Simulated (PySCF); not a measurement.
Species: cis-1-chloro-2-fluoroethylene, C2H2ClF.
SMILES: `C(=C/Cl)/F`

Method: PySCF, PBE0-D3(BJ)/def2-TZVP geometry optimisation, gas phase.

Masses are those of the commonest isotopes; rigid-rotor values at the optimised geometry. 

Q: What are A, B and C (cm⁻¹)?

A: Ia = 30.01, Ib = 135.88, Ic = 165.90 u·Å²; 505379 MHz·u·Å²/I gives 16839, 3719 and 3046 MHz, that is A = 0.56168, B = 0.12406, C = 0.10162 cm⁻¹.

Q: What kind of rotor is it?

A: A near-prolate asymmetric top. Ray's parameter κ = (2B − A − C)/(A − C) = -0.902; −1 is the prolate and +1 the oblate limit.

Q: What does the inertial defect say?

A: Planar: Δ = Ic − Ia − Ib = 0.00 u·Å². For a rigid frame Δ = −2 Σ m c², so it vanishes when all atoms lie in the ab plane; here none is more than 0.01 Å from it.

Q: List the rotational levels J(Ka,Kc) to J = 5 (MHz).

A: Above 0(0,0):
J = 1: 1(0,1) 6766, 1(1,1) 19885, 1(1,0) 20558
J = 2: 2(0,2) 20272, 2(1,2) 32743, 2(1,1) 34762, 2(2,1) 74120, 2(2,0) 74145
J = 3: 3(0,3) 40468, 3(1,3) 52015, 3(1,2) 56052, 3(2,2) 94417, 3(2,1) 94543, 3(3,1) 161712, 3(3,0) 161712
J = 4: 4(0,4) 67280, 4(1,4) 77683, 4(1,3) 84408, 4(2,3) 121460, 4(2,2) 121836, 4(3,2) 188823, 4(3,1) 188827, 4(4,1) 282969, 4(4,0) 282969
J = 5: 5(0,5) 100614, 5(1,5) 109725, 5(1,4) 119801, 5(2,4) 155232, 5(2,3) 156102, 5(3,3) 222732, 5(3,2) 222748, 5(4,2) 316853, 5(4,1) 316853, 5(5,1) 437904, 5(5,0) 437904

Q: Which lines would a microwave search look for?

A: The dipole components are |μa| = 0.66 D, |μb| = 1.97 D, |μc| = 0.00 D; the mirror of this Cs structure is the ab plane, so μc vanishes by symmetry and there are no c-type lines. The squared components, which scale the intensities, stand as 0.11 : 1.00 (a : b). Some lines, for components of 0.1 D or more:

| type | branch | J(Ka,Kc) | MHz | lower level (cm⁻¹) |
| --- | --- | --- | --- | --- |
| b | R | 2(0,2) ← 1(1,1) | 387 | 0.663 |
| a | Q | 1(1,0) ← 1(1,1) | 673 | 0.663 |
| a | Q | 2(1,1) ← 2(1,2) | 2019 | 1.092 |
| a | R | 1(0,1) ← 0(0,0) | 6766 | 0.000 |
| a | R | 2(1,2) ← 1(1,1) | 12858 | 0.663 |
| a | R | 2(0,2) ← 1(0,1) | 13506 | 0.226 |
| b | Q | 1(1,0) ← 1(0,1) | 13792 | 0.226 |
| a | R | 2(1,1) ← 1(1,0) | 14204 | 0.686 |
| b | Q | 2(1,1) ← 2(0,2) | 14490 | 0.676 |
| b | R | 1(1,1) ← 0(0,0) | 19885 | 0.000 |
| b | R | 2(1,2) ← 1(0,1) | 25978 | 0.226 |
| b | Q | 2(2,0) ← 2(1,1) | 39383 | 1.160 |
| b | Q | 2(2,1) ← 2(1,2) | 41377 | 1.092 |
| b | R | 2(2,1) ← 1(1,0) | 53562 | 0.686 |
| b | R | 2(2,0) ← 1(1,1) | 54260 | 0.663 |

Q: Estimate the classical rotational partition function at 10 K, 25 K and 100 K.

A: Point group Cs, symmetry number σ = 1; q = (√π/σ)·√((kT/h)³/(ABC)), k/h = 20836.6 MHz/K: 386 at 10 K, 1530 at 25 K, 12200 at 100 K.

No PBE0-D3(BJ)/def2-TZVP frequencies stand behind this structure, so it isn't proved a minimum. Zero-point vibration and centrifugal distortion are left out. Quadrupole hyperfine structure (35Cl) is left out.

Hardware: an Arm Neoverse N1 with one thread (shared host). Cost: 73 s of wall time, 0.54 GiB resident at most. This is the geometry optimisation.
